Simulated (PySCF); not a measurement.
Compound: trithiane, C3H6S3.
Structure used (GFN2-xTB), in Å, numbered top down from 1:
```xyz
12
C3H6S3 angstrom
C      1.5761    0.0102    0.1654
S      0.7931    1.4587    0.9319
C     -0.8153    1.3564    0.0941
S     -1.8162   -0.0841    0.5652
C     -0.7691   -1.3765   -0.1645
S      0.8451   -1.5827    0.6422
H      1.5353    0.1129   -0.9190
H      2.6059   -0.0054    0.5107
H     -0.6589    1.3476   -0.9846
H     -1.3772    2.2371    0.3922
H     -1.3013   -2.3150   -0.0380
H     -0.6164   -1.1598   -1.2217
```

Theory: CAM-B3LYP/def2-SVPD in PySCF (dipole) on a GFN2-xTB geometry, gas phase.

Take the most abundant isotopes and a rigid rotor. The values belong to one conformer with, in the numbering `[CH2:1]1[S:2][CH2:3][S:4][CH2:5][S:6]1`, S6–C1–S2–C3 -68°, C1–S2–C3–S4 68°, S2–C3–S4–C5 -68°, C3–S4–C5–S6 68°.

Q: What are A, B and C (cm⁻¹)?

A: Ia = 227.82, Ib = 228.15, Ic = 416.23 u·Å²; 505379 MHz·u·Å²/I gives 2218, 2215 and 1214 MHz, that is A = 0.07399, B = 0.07389, C = 0.04050 cm⁻¹.

Q: Classify the top.

A: An oblate symmetric top, as the point group C3v requires two equal moments; the computed ones differ by 0.14 % because the geometry is symmetric only within the optimiser's tolerance: κ = (2 × 2215 − 2218 − 1214)/(2218 − 1214) = 0.99.

Q: What does the inertial defect say?

A: Not planar: Δ = Ic − Ia − Ib = -39.74 u·Å². For a rigid frame Δ = −2 Σ m c², so Σ m c² = 19.87 u·Å² lies off the ab plane: 7.31 from hydrogen and 12.56 from heavier atoms. The atom farthest from that plane is 1.54 Å away.

Q: Give the other two planar moments, Paa and Pbb, and the rms extents of the mass along the axes.

A: Paa = Σ m a² = (Ib + Ic − Ia)/2 = 208.28 and Pbb = Σ m b² = (Ia + Ic − Ib)/2 = 207.95 u·Å². With the mass M = 137.96 u, the rms extents √(P/M) along a, b and c are 1.23, 1.23, 0.38 Å.

Q: Where do the R-branch lines fall?

A: The dipole of 2.21 D lies along the symmetry axis, so ΔK = 0 and J+1 ← J falls at 2B(J+1) for every K: 4.43 GHz, 8.87 GHz, 13.30 GHz, 17.73 GHz, 22.17 GHz for J = 0 to 4.

Q: Estimate the classical rotational partition function at 10 K, 298.15 K and 500 K.

A: Point group C3v, symmetry number σ = 3; q = (√π/σ)·√((kT/h)³/(ABC)), k/h = 20836.6 MHz/K: 728 at 10 K, 118000 at 298.15 K, 257000 at 500 K.

GFN2-xTB frequencies: not computed here. These are rigid-rotor constants of the computed structure; measured ground-state constants (B0) also hold zero-point vibration.
